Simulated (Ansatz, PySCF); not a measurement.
Gas-phase reaction in SMILES: N (NH3) → N (NH3) as doublet, charge +1 + e-
Each molecule is optimised on its own at B3LYP-D3(BJ)/def2-TZVP (Ansatz, a first-principles code).

Quantity: adiabatic ionisation energy (0 K, with B3LYP-D3(BJ) harmonic zero-point energies from PySCF), in eV. Correlated levels leave the core frozen unless marked. UHF or UKS for open shells. Spin-orbit coupling is left out. Non-relativistic. Basis-set limits of correlation are two-point, X^-3; Hartree-Fock from the larger set.

```json
[
 {"level": "PBE0/6-31G*", "program": "Ansatz", "adiabatic ionisation energy (eV)": "9.74", "minus last row": "-0.44"},
 {"level": "PBE0-D4/def2-TZVPD", "program": "Ansatz + dftd4", "adiabatic ionisation energy (eV)": "10.02", "minus last row": "-0.16"},
 {"level": "TPSSh/def2-TZVPD", "program": "PySCF", "adiabatic ionisation energy (eV)": "9.92", "minus last row": "-0.26"},
 {"level": "r2SCAN0-D4/def2-TZVPD", "program": "Ansatz + dftd4", "adiabatic ionisation energy (eV)": "9.86", "minus last row": "-0.32"},
 {"level": "HSE06/def2-TZVPD", "program": "Ansatz", "adiabatic ionisation energy (eV)": "10.01", "minus last row": "-0.17"},
 {"level": "CAM-B3LYP/def2-TZVPD", "program": "Ansatz", "adiabatic ionisation energy (eV)": "10.16", "minus last row": "-0.02"},
 {"level": "MP2/6-31G*", "program": "Ansatz", "adiabatic ionisation energy (eV)": "9.49", "minus last row": "-0.69"},
 {"level": "MP2/cc-pwCVTZ", "program": "Ansatz", "adiabatic ionisation energy (eV)": "10.06", "minus last row": "-0.12"},
 {"level": "MP2/cc-pVQZ", "program": "Ansatz", "adiabatic ionisation energy (eV)": "10.20", "minus last row": "0.02"},
 {"level": "RI-MP2/def2-TZVPPD", "program": "Ansatz", "adiabatic ionisation energy (eV)": "10.16", "minus last row": "-0.02"},
 {"level": "SCS-MP2/cc-pVTZ", "program": "Ansatz", "adiabatic ionisation energy (eV)": "10.00", "minus last row": "-0.18"},
 {"level": "CCSD/CBS(aug-cc-pVTZ,aug-cc-pVQZ)", "program": "Ansatz", "adiabatic ionisation energy (eV)": "10.08", "minus last row": "-0.10"},
 {"level": "CCSD(T)/aug-cc-pVQZ", "program": "Ansatz", "adiabatic ionisation energy (eV)": "10.15", "minus last row": "-0.03"},
 {"level": "CCSD(T)/def2-QZVPPD", "program": "Ansatz", "adiabatic ionisation energy (eV)": "10.13", "minus last row": "-0.05"},
 {"level": "CCSD(T)/CBS(aug-cc-pVTZ,aug-cc-pVQZ)", "program": "Ansatz", "adiabatic ionisation energy (eV)": "10.18", "minus last row": "0.00"}
]
```
